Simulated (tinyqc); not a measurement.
Worked calculation: MP2 on RHF in the sto-6g basis, frozen core, for HF, spin multiplicity 1. One step of it, computed by the program tinyqc.

Problem. Orthogonalisation. S = U s U^T; symmetric (Loewdin) form X = U s^(-1/2) U^T, so that X^T S X = 1.

overlap S:
```
           1F 1s     1F 2s    1F 2px    1F 2py    1F 2pz     2H 1s
1F 1s   1.000000  0.232479  0.000000  0.000000  0.000000  0.043502
1F 2s   0.232479  1.000000  0.000000  0.000000  0.000000  0.408808
1F 2px  0.000000  0.000000  1.000000  0.000000  0.000000  0.000000
1F 2py  0.000000  0.000000  0.000000  1.000000  0.000000  0.000000
1F 2pz  0.000000  0.000000  0.000000  0.000000  1.000000  0.324721
2H 1s   0.043502  0.408808  0.000000  0.000000  0.324721  1.000000
```

Give: eigenvalues of S; X.

Solution.

eigenvalues of S: 0.4579  0.8493  1.0000  1.0000  1.1223  1.5705

X:
```
          1F 1s    1F 2s  1F 2px  1F 2py   1F 2pz    2H 1s
1F 1s    1.0220  -0.1281  0.0000  0.0000  -0.0060   0.0193
1F 2s   -0.1281   1.1034  0.0000  0.0000   0.0640  -0.2537
1F 2px   0.0000   0.0000  1.0000  0.0000   0.0000   0.0000
1F 2py   0.0000   0.0000  0.0000  1.0000   0.0000   0.0000
1F 2pz  -0.0060   0.0640  0.0000  0.0000   1.0498  -0.1981
2H 1s    0.0193  -0.2537  0.0000  0.0000  -0.1981   1.1296
```
